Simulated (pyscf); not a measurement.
InH₃ (SMILES [InH3]) + H₂S (SMILES S) → HS–InH₂ (SMILES [SH][InH2]) + H₂ (SMILES [H][H]), a four-centre exchange (singlet surface; H–In, H–S broken, In–S, H–H formed). PySCF, gas phase, ωB97X-D3(BJ)/def2-SVP geometries. Energies in eV from the separated reactants.

AM1 to PM7: differences of heats of formation from MOPAC, which are fitted to 298 K values and so differ in kind from electronic energies by zero-point and thermal terms. 

Task: In single points AM1 puts the saddle at -0.16 eV and the reaction energy at -0.84 eV. Should these be trusted to within a few kcal/mol? Compare with ωB97M-D3(BJ)/def2-TZVP.

Result: ωB97M-D3(BJ)/def2-TZVP gives ΔE‡ = 0.45 eV and ΔE = -0.79 eV. AM1 lies 0.61 eV under it in the barrier and 0.05 eV under it in the reaction energy, so on this step it does not hold to within 0.13 eV. At AM1 this geometry lies under one side, so its ΔE‡ may be no barrier of that level. ωB97M-D3(BJ)/def2-TZVP has limits of its own. On the reactant side the descent ends in an adduct with a In–S contact, 0.58 eV under the separated species and 0.82 eV under the saddle at ωB97X-D3(BJ)/def2-TZVP. What is counted as formed (In–S) is already present as a longer contact in the reactant adduct; forming that adduct is a step of its own. At ωB97X-D3(BJ)/def2-TZVP the barrier from the zero used here is 0.25 eV. This is the saddle that the search found; another between the same sides may lie lower. In the def2 sets elements past Kr carry core potentials, without spin-orbit coupling.
